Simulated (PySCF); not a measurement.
ethane (C₂H₆), SMILES CC. Geometry optimised at ωB97X-D3(BJ)/def2-TZVP.

Computed equilibrium geometry at ωB97X-D3(BJ)/def2-TZVP (PySCF confirms it by a frequency run) as Cartesian coordinates in Å, and its point group:
point group D3d.
```xyz
8

C      0.0000     0.0000    -0.7634
C      0.0000     0.0000     0.7634
H     -0.8824    -0.5094    -1.1597
H      0.8824    -0.5094    -1.1597
H      0.0000     1.0189    -1.1597
H     -0.8824     0.5094     1.1597
H      0.8824     0.5094     1.1597
H      0.0000    -1.0189     1.1597
```
